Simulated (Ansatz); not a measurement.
**C2H2 (SMILES C#C): methods side by side**

C2H2: 4 atoms, total charge 0, spin state singlet. SMILES: `C#C`. The shape was relaxed beforehand at r2SCAN/def2-SVP.

Each level gives the adiabatic electron affinity (to the doublet anion, shapes relaxed at r2SCAN/def2-SVP, no zero-point term) (eV). The values are calculated.

The electron affinity is E(neutral) − E(anion): positive where the electron is bound.

| level | kind | program | value (eV) | CPU time (all runs) |
| --- | --- | --- | --- | --- |
| HF/def2-TZVPP | Hartree–Fock | Ansatz | -2.25 | 1.2 s |
| SVWN5/def2-TZVPP | LDA | Ansatz | -1.38 | 1 s |
| BLYP/def2-TZVPP | GGA | Ansatz | -1.46 | 1.8 s |
| PBE/def2-TZVPP | GGA | Ansatz | -1.37 | 1.7 s |
| r2SCAN/def2-TZVPP | meta-GGA | Ansatz | -1.36 | 3.6 s |
| wB97M-V/def2-TZVPP | range-separated hybrid | Ansatz | -1.62 | 7 s |
| B2PLYP/def2-TZVPP | double hybrid | Ansatz | -1.61 | 2.8 s |
| MP2/def2-TZVPP | perturbation theory | Ansatz | -1.81 | 1.4 s |

The values span -2.25 to -1.36 eV. Negative values mean that the anion is unbound at that level; they are set by how diffuse the basis is and aren't properties of the molecule, whose anion may well be bound. In so small a basis fixed costs decide the times, and correlated methods can beat functionals. Times are those of the runs behind each value, whatever else they computed, on shared processors of several kinds: orders of magnitude only.
